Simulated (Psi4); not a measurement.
# doublet CH2ClF−: UBHLYP/aug-cc-pVDZ

We compute energy and gradient of doublet CH2ClF−. 

Program for the calculation: Psi4 1.11.

1 further run of the same task is left out (set aside as unsound or not needed).

### 1 The molecule

CH2ClF−: 5 atoms, total charge -1, spin state doublet. SMILES of the parent species: `FCCl`. Geometry: relaxed at PBE0-D4/def2-TZVP. That shape belongs to the parent species and isn't relaxed for this state.

Bond lengths: F1–C2 1.355 Å, C2–Cl3 1.766 Å, C2–H4 1.089 Å, C2–H5 1.089 Å. Angles: F1–C2–Cl3 110.5°, F1–C2–H4 109.3°, F1–C2–H5 109.3°, Cl3–C2–H4 107.8°, Cl3–C2–H5 107.8°, H4–C2–H5 112.3°.

### 2 Energy and gradient at UBHLYP/aug-cc-pVDZ

ch2clf.py reads:

```python
import psi4

psi4.set_memory(2200000000)
psi4.set_num_threads(1)
psi4.core.set_output_file('run.log', False)

mol = psi4.geometry("""
-1 2
F     -1.83388472     1.05922929     1.44847507
C      0.15790551     0.16879034     0.10973640
Cl    -0.79929746    -2.32982444    -1.88606006
H      1.57249780    -0.57183113     1.40894200
H      0.90275996     1.67367374    -1.08107452
units bohr
symmetry c1
no_reorient
no_com
""")

options = {'basis': 'aug-cc-pVDZ', 'reference': 'uks', 'puream': True, 'e_convergence': 1e-09, 'd_convergence': 1e-08, 'scf_type': 'pk', 'dft_radial_points': 99, 'dft_spherical_points': 590, 'maxiter': 100}
psi4.set_options(options)

E, wfn = psi4.gradient("bhhlyp", molecule=mol, return_wfn=True)
psi4.oeprop(wfn, "WIBERG_LOWDIN_INDICES", "LOWDIN_CHARGES", "QUADRUPOLE")
print('gradient / Eh bohr^-1')
print(E.np.round(6))
print(f'energy = {wfn.energy():.10f} Eh')
```

Command:

```console
$ python ch2clf.py
```

What values should one expect? Wanted: total energy; HOMO energy; LUMO energy; ⟨S²⟩; largest force on an atom.

Answer, from the run:

At UBHLYP/aug-cc-pVDZ:

```
                          quantity          value
                      total energy  -599.27796 Eh
HOMO energy (highest over α and β)        1.40 eV
 LUMO energy (lowest over α and β)        3.20 eV
                              ⟨S²⟩          0.750
          largest force on an atom     0.736 eV/Å
```

In words: The HOMO lies at positive energy, 1.40 eV; only total energies tell whether the electron is bound.
